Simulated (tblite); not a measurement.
Compound: C4H6S.
SMILES with atom numbers: `[CH:1]#[C:2][S:3][CH2:4][CH3:5]` (hydrogens: H6 on C1; H7, H8 on C4; H9, H10, H11 on C5)

Geometry (GFN2-xTB, Å), atoms numbered from 1 in this order:
```
atom  x, y, z in Å
C1     2.6401    0.0219    0.3538
C2     1.7252   -0.4075   -0.2954
S3     0.4484   -1.0099   -1.2204
C4    -0.9220   -0.7158   -0.0340
C5    -1.1716    0.7623    0.1878
H6     3.4378    0.3917    0.9256
H7    -1.7847   -1.2039   -0.4875
H8    -0.6655   -1.2242    0.8955
H9    -1.4221    1.2528   -0.7503
H10   -1.9967    0.8987    0.8844
H11   -0.2834    1.2366    0.6015
```

All values are computed: GFN2-xTB (tblite) harmonic vibrations without scaling, gas phase. The method is semi-empirical: single wavenumbers can be off by several per cent or more. One conformer, not necessarily the lowest.

Harmonic wavenumbers (cm⁻¹): 70.1, 131.3, 225.4, 251.6, 290.4, 374.7, 567.7, 648.7, 665.5, 708.9, 796.8, 1012.8, 1031.2, 1082.1, 1226.5, 1252.1, 1406.5, 1443.8, 1485.8, 1494.7, 2206.3, 2987.3, 2999.7, 3025.6, 3033.7, 3040.3, 3391.1.

A = 6289, B = 3010, C = 2226 MHz; mass 86.019 u (most abundant isotopes); point group C1, symmetry number 1.

**Question.** Zero-point energy?

**Answer.** Half the sum of the wavenumbers: 18425 cm⁻¹ = 52.68 kcal/mol.

**Question.** Give the ideal-gas entropy at 500 K and 1 bar in the rigid-rotor, harmonic-oscillator model (classical rotation).

**Answer.** Translation 41.86, rotation 27.98, vibration 26.25: S = 96.1 cal/(mol K).

**Question.** And Cp and H(500 K) − H(0)?

**Answer.** Cp = 33.62 cal/(mol K), of which vibrations give 25.68 (their classical limit is 27 R = 53.7); H(500 K) − H(0) = 10.83 kcal/mol without the zero-point energy, 6.86 from vibrations.

**Question.** What must be added to the electronic energy to get the Gibbs energy at 500 K and 1 bar?

**Answer.** ZPE + [H(500 K) − H(0)] − T·S = 52.68 + 10.83 − 48.05 = 15.46 kcal/mol.

**Question.** Which modes carry the vibrational entropy at 500 K?

**Answer.** 70.1 cm⁻¹: 5.17; 131.3 cm⁻¹: 3.93; 225.4 cm⁻¹: 2.88; 251.6 cm⁻¹: 2.67; 290.4 cm⁻¹: 2.40; 374.7 cm⁻¹: 1.93 cal/(mol K); the other 21 give 7.26 together.

**Question.** Blend soft modes into free rotors: weight 1/[1 + (100 cm⁻¹/ν̃)⁴] for the oscillator and the rest for a rotor with moment μB/(μ + B), μ = h/(8π²ν), B = 10⁻⁴⁴ kg m². What vibrational entropy results?

**Answer.** 24.86 cal/(mol K) in place of 26.25, which changes −T·S at 500 K by +0.70 kcal/mol.

**Question.** How do the functions run with temperature in this model?

**Answer.** 
```tsv
T (K)	S (cal/(mol K))	Cp (cal/(mol K))	H − H(0) (kcal/mol)	G − H(0) (kcal/mol)	ln q(vib)
50	52.7	10.3	0.44	-2.20	0.17
100	60.9	13.8	1.04	-5.05	0.71
298.15	81.1	24.7	4.89	-19.28	3.47
373.15	87.0	28.4	6.89	-25.59	4.53
750	111.2	41.1	20.24	-63.20	9.64
1000	123.8	46.3	31.21	-92.63	12.69
```

q(vib) and H(0) count from the zero-point level.

Hindered rotation and anharmonicity are outside this model. Other conformers, if any are populated, would add a mixing term that is left out. The structure is chiral; the term R ln 2 for an equal mix with its mirror image is left out.
